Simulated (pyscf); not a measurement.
Structures and frequencies: ωB97X-D3(BJ)/def2-SVP in PySCF.

Problem. PBE/def2-TZVP puts the barrier of H₃C–CH₃ + [H₃C–Ga–Cl]• → H₃C–Ga(CH₃)–Cl + CH₃• (substitution at C; doublet surface; C–C broken, C–Ga formed) at 1.80 eV and the reaction energy at +0.96 eV, from the separated reactants. What do PBE0-D3(BJ)/def2-TZVP, M06-2X/def2-TZVP, ωB97M-D3(BJ)/def2-TZVP give on the same structures?

Solution. PBE0-D3(BJ): ΔE‡ = 1.95 eV, ΔE = +0.86 eV; M06-2X: ΔE‡ = 2.11 eV, ΔE = +0.91 eV; ωB97M-D3(BJ): ΔE‡ = 2.17 eV, ΔE = +0.87 eV. PBE's barrier lies under all of them, by 0.16 to 0.37 eV. Its reaction energy lies over all of them, by 0.05 to 0.10 eV. Low barriers are usual for a GGA, whose delocalisation error favours stretched bonds. One saddle was located; it need not be the lowest between these sides. The angle at the attacked C is 168°. Elements up to Kr have no core potential and no relativistic terms here.
